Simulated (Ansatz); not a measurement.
CH2 (SMILES [CH2]) moved off its minimum; all values from Ansatz (a program for electronic structure), cores frozen in correlated methods. Open shells are unrestricted.
(charge 0, multiplicity 3)
```xyz
3

C     -0.11170     0.11726     0.03076
H     -0.96116    -0.21662     0.07275
H      0.89856    -0.25062    -0.01487
```

Forces at r2SCAN/def2-TZVPP (eV/Å):

```
atom      Fx      Fy      Fz
----  ------  ------  ------
C1     9.151   3.624  -0.453
H2    -9.058  -3.613   0.448
H3    -0.093  -0.011   0.004
```

Give the forces (eV/Å), the total energy and the dipole at CCSD(T)/aug-cc-pVTZ.


```tsv
atom	Fx	Fy	Fz
C1	9.167	3.705	-0.454
H2	-9.092	-3.660	0.450
H3	-0.075	-0.045	0.004
```
Energy -39.0547 hartree, dipole 0.55 D.
